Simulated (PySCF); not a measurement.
# Changing the system itself: BH

Aim: change spin, charge, geometry, field or solvent of BH, one at a time, and compare with the base run.

Program: PySCF 2.14.0. Level of theory: method and basis as typed in the scripts. These are calculated values, not measurements.

**1. The system as given**

BH: 2 atoms, charge 0, spin multiplicity 1.

Bond lengths: B1–H2 1.305 Å.

**2. Base script**

input.py

```python
from pyscf import gto, scf, mcscf

mol = gto.M(
    atom='B 0 0 0; H 0 0 1.305',
    basis='crenbl',
    ecp={'B': 'crenbl'},
    charge=0,
    spin=0,
    verbose=4,
)
mf = scf.RHF(mol)
mf.kernel()
mc = mcscf.CASSCF(mf, 2, 2)
mc.kernel()
mc.analyze()
mf.dip_moment()
print('orbital energies (hartree):', mf.mo_energy[..., max(0, mol.nelec[1]-3):mol.nelec[0]+3].round(4))
```

On the command line:

```sh
OMP_NUM_THREADS=1 python input.py
```

The log of this run is left out.

In short: E(SCF) = -3.123209 Eh, 7 cycles, E(CAS) − E(SCF) = -0.01812 Eh, μ = 1.62 D (of the SCF density).

The bond length is a typed value, not an optimised one.

**3. Charge +2 (ROHF)**

Variant 1 changes charge: 0 → 2; SCF type: RHF → ROHF; active space: 2 electrons in 2 orbitals → 2 electrons in 8 orbitals.

input.py

```python
from pyscf import gto, scf, mcscf

mol = gto.M(
    atom='B 0 0 0; H 0 0 1.305',
    basis='crenbl',
    ecp={'B': 'crenbl'},
    charge=2,
    spin=0,
    verbose=4,
)
mf = scf.ROHF(mol)
mf.kernel()
mc = mcscf.CASSCF(mf, 8, 2)
mc.kernel()
mc.analyze()
mf.dip_moment()
print('orbital energies (hartree):', mf.mo_energy[..., max(0, mol.nelec[1]-3):mol.nelec[0]+3].round(4))
```

On the command line:

```sh
OMP_NUM_THREADS=1 python input.py
```

**4. PCM, ε = 20.5**

Variant 2 changes solvent: none (gas phase) → PCM, ε = 20.5; step after the SCF: casscf → analyze.

input.py: that of step 2 with these lines changed.

```diff
@@ -1,2 +1,2 @@
-from pyscf import gto, scf, mcscf
+from pyscf import gto, scf, solvent
 
@@ -11,6 +11,6 @@
 mf = scf.RHF(mol)
+mf = solvent.PCM(mf)
+mf.with_solvent.eps = 20.5
 mf.kernel()
-mc = mcscf.CASSCF(mf, 2, 2)
-mc.kernel()
-mc.analyze()
+mf.mulliken_pop()
 mf.dip_moment()
```

**5. Charge +1 (doublet, ROHF)**

Variant 3 changes charge: 0 → 1; spin (2S): 0 → 1; SCF type: RHF → ROHF; active space: 2 electrons in 2 orbitals → 1 electrons in 2 orbitals.

input.py: that of step 2 with these lines changed.

```diff
@@ -6,9 +6,9 @@
     ecp={'B': 'crenbl'},
-    charge=0,
-    spin=0,
+    charge=1,
+    spin=1,
     verbose=4,
 )
-mf = scf.RHF(mol)
+mf = scf.ROHF(mol)
 mf.kernel()
-mc = mcscf.CASSCF(mf, 2, 2)
+mc = mcscf.CASSCF(mf, 2, 1)
 mc.kernel()
```

**6. Lengths in bohr**

Variant 4 changes length unit: angstrom → bohr; bond length: 1.305 Å → 1.305 bohr.

input.py: that of step 2 with these lines changed.

```diff
@@ -8,2 +8,3 @@
     spin=0,
+    unit='bohr',
     verbose=4,
```

Before running it: what results should come out? Wanted: for each run, E(SCF); from base; gap; SCF dipole; after the SCF.

The runs gave:

```
                          run  E(SCF) (hartree)  from base (eV)  cycles  gap (eV)  SCF dipole (D)                                                         after the SCF
                         base         -3.123209               0       7     10.69            1.62                                          CASSCF correlation -0.493 eV
             charge +2 (ROHF)         -2.030436        +29.7359       7       n/a             n/a                                          CASSCF correlation -0.990 eV
                PCM, ε = 20.5         -3.127995         -0.1302       8     10.93            2.04                                                                   n/a
    charge +1 (doublet, ROHF)         -2.813544         +8.4264       8       n/a             n/a  CASSCF correlation 0.000 eV (this space leaves nothing to correlate)
lengths in bohr (poor choice)         -2.813369  not comparable       7     10.68            2.74                                          CASSCF correlation -0.457 eV
```

**Reading.** A continuum solvent with ε = 20.5 lowers the energy by 0.130 eV. At the SCF level, going to the doublet with one electron fewer costs 8.43 eV at fixed geometry, against 9.36 eV for the negative of the highest filled level. Rows marked «poor choice» come from settings spoiled on purpose.
